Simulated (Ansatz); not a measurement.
# H7NSi: the cost of one run

Method: PBE0-D4/def2-SVP; program: Ansatz 0.2.0, Gaussian basis.

22 further runs of the same task are left out: 22 set aside as unsound or not needed.

## Step 1: The system as given

The first end: 9 atoms, charge 0, spin multiplicity 1.

Atoms are counted from 1 here; the program's logs count them from 0.

Bond lengths: Si1–H2 1.483 Å, Si1–H3 1.494 Å, Si1–H4 1.483 Å, Si1–H5 1.483 Å, H6–N7 1.013 Å, N7–H8 1.013 Å, N7–H9 1.013 Å. Angles: H2–Si1–H3 107.2°, H2–Si1–H4 111.7°, H2–Si1–H5 111.6°, H3–Si1–H4 107.2°, H3–Si1–H5 107.2°, H4–Si1–H5 111.7°, H6–N7–H8 107.3°, H6–N7–H9 107.3°, H8–N7–H9 107.3°.

As a file:

| atom | x (Å) | y (Å) | z (Å) |
| --- | --- | --- | --- |
| Si1 | 0.3150 | -0.2485 | 1.3915 |
| H2 | 1.3807 | -0.8849 | 0.5807 |
| H3 | 0.6403 | -0.5040 | 2.8272 |
| H4 | -1.0108 | -0.8575 | 1.1274 |
| H5 | 0.2889 | 1.2220 | 1.2030 |
| H6 | 0.4552 | 0.6414 | -2.0153 |
| N7 | -0.3429 | 0.2700 | -1.5146 |
| H8 | -1.0972 | 0.9390 | -1.6107 |
| H9 | -0.6292 | -0.5775 | -1.9892 |

The second end:

```mol
H7NSi
  3D, bonds by distance, orders not assigned

  9  7  0  0  0  0  0  0  0  0999 V2000
   -0.7445   -0.0709    0.9717 Si  0  0
    2.9235    0.1308   -1.1354 H   0  0
   -0.0407   -1.2868    1.4540 H   0  0
   -2.1625   -0.1620    1.4322 H   0  0
   -0.1556    1.1491    1.5809 H   0  0
    2.1798    0.1149   -1.0499 H   0  0
   -0.5155    0.0294   -0.7326 N   0  0
   -0.7777    0.8736   -1.2166 H   0  0
   -0.7070   -0.7781   -1.3043 H   0  0
  1  3  8  0
  1  4  8  0
  1  5  8  0
  1  7  8  0
  2  6  8  0
  7  8  8  0
  7  9  8  0
M  END
```

## Step 2: The band at PBE0-D4/def2-SVP

neb/in.yaml

```yaml
crystal:
  periodic: [false, false, false]
  atoms:
    - {symbol: Si, position_ang: [0.314965, -0.248460, 1.391548]}
    - {symbol: H, position_ang: [1.380690, -0.884931, 0.580663]}
    - {symbol: H, position_ang: [0.640291, -0.503973, 2.827195]}
    - {symbol: H, position_ang: [-1.010832, -0.857485, 1.127363]}
    - {symbol: H, position_ang: [0.288872, 1.221975, 1.203018]}
    - {symbol: H, position_ang: [0.455170, 0.641415, -2.015262]}
    - {symbol: N, position_ang: [-0.342940, 0.270032, -1.514648]}
    - {symbol: H, position_ang: [-1.097165, 0.938960, -1.610675]}
    - {symbol: H, position_ang: [-0.629151, -0.577534, -1.989202]}
basis:
  gaussian: {orbitals: def2-SVP}
hamiltonian: {xc: pbe0, dispersion: d4}
neb:
  images: 5
  climbing: true
  max_iterations: 40
  initial_path: idpp
  final_atoms:
    - {symbol: Si, position_ang: [-0.744488, -0.070868, 0.971698]}
    - {symbol: H, position_ang: [2.923488, 0.130780, -1.135352]}
    - {symbol: H, position_ang: [-0.040662, -1.286772, 1.453959]}
    - {symbol: H, position_ang: [-2.162529, -0.162036, 1.432218]}
    - {symbol: H, position_ang: [-0.155578, 1.149142, 1.580889]}
    - {symbol: H, position_ang: [2.179835, 0.114901, -1.049914]}
    - {symbol: N, position_ang: [-0.515518, 0.029400, -0.732623]}
    - {symbol: H, position_ang: [-0.777673, 0.873565, -1.216565]}
    - {symbol: H, position_ang: [-0.706975, -0.778113, -1.304309]}
```

Run with:

```sh
> ansatz run in.yaml --threads 2 --pin off --events-out ev --progress --plain --max-ram 4352MiB
```

**Question.** How long does this run take on 2 threads of Intel Xeon 6975P-C, shared host?

About 65 s.
